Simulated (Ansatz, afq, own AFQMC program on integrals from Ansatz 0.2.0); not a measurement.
**SiO, singlet in 6-31G, levels against full CI**

```xyz
2

Si    0.0000    0.0000    0.0000
O     0.0000    0.0000    1.7235
```

Basis 6-31G. Noble-gas cores (and the filled d shells of Ga–Kr and In–Xe) are frozen. Ansatz 0.2.0 and our own AFQMC program on the same integrals; the CISD trial comes from CCSD amplitudes, and released means the phaseless constraint is let go. Uncertainties: one standard error, sampling alone.

Determinant: RHF, the one that the program's search chose, which needn't be the lowest solution. The geometry is a PBE0/def2-TZVP stationary point of this or a neighbouring charge and spin state.

Full CI on the same integrals is exact in this basis and with this determinant's frozen core.

Cautions: restricted determinant unstable towards unrestricted (UHF 292 meV lower, ⟨S²⟩ 0.67); strong correlation (T1 0.049, weight of the determinant 0.86, largest double 0.11); (T) is large, 7 % of the CCSD correlation.

```
T1 diagnostic                               : 0.0494
weight of the determinant in the CISD state : 0.856
size of the correlated space                : 10 electrons in 16 orbitals
```

```
  level  correlation energy (eV)
    MP2                  -6.2041
   CCSD                  -5.7094
CCSD(T)                  -6.1299
```

Problem. Estimate where full CI lies against CCSD(T) on the same integrals.

Solution. 4.7 kJ/mol below CCSD(T).

Reference: full CI, correlation energy -6.178 eV. The released energy is read at 2.40 1/Eh (meV from the phaseless value at times in 1/Eh: -18 ± 24 at 0.24, 13 ± 20 at 0.51, -8 ± 16 at 0.99, -9 ± 20 at 1.62, 11 ± 31 at 2.40).

```
         level  E − E(reference) (kJ/mol)  share of correlation (%)
       CCSD(T)                        4.7                     99.22
         CCSDT                        4.2                     99.30
      CCSDT(Q)                       -2.0                    100.34
        CCSDTQ                       -0.6                    100.10
   ph-AFQMC/HF                  6.1 ± 7.6                     98.98
 ph-AFQMC/CISD                  1.1 ± 2.5                     99.81
released AFQMC                  2.1 ± 3.0                     99.64
```

CCSDT and higher add their correlation energy to the determinant of the CCSD(T) run, since their own runs factorise the integrals more tightly (a shift of under 2 meV). A walk keeps the symmetry of its determinant, which the program's search chose and which needn't be the lowest solution, so a lower state of the same spin and another symmetry isn't excluded. Released energies are given only where the last usable release times agree within the noise; a slower fall can still hide under it.
